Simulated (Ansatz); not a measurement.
System: fcc Ni. Method: PBEsol-D3(BJ) (PAW; Ansatz, a program for electronic structure).

Settings: plane-wave cutoff 520 eV, 26×26×26 k mesh, Fermi–Dirac smearing 0.05 eV, spin-polarised with parallel moments, scalar-relativistic PAW data made under PBE.

Cell (relaxed at this level):

```
CELL_PARAMETERS angstrom
      0.00000     1.71464     1.71464
      1.71464     0.00000     1.71464
      1.71464     1.71464     0.00000
ATOMIC_POSITIONS crystal
  Ni 0.00000 0.00000 0.00000
```
Starting moments (μB, in the order of the record's atoms Ni): 0.8.

### Question
What does this level give for the bulk modulus, magnetic moment per atom (the cell's total over its atoms) and pressure derivative B′ of the bulk modulus?

### Answer

- bulk modulus = 249 GPa
- magnetic moment per atom (the cell's total over its atoms) = 0.60 μB
- pressure derivative B′ of the bulk modulus = 5.0

The run finds no gap.

Measured, for comparison: bulk modulus 192 GPa (0 K value with the zero-point phonon effect removed, our sources range from 186 to 195; as tabulated in Mejia-Rodriguez and Trickey (2018), arXiv:1807.09216). Computed (rounded) less measured: bulk modulus +30 % (+28 % to +34 % over the range).

Moments are spin moments.
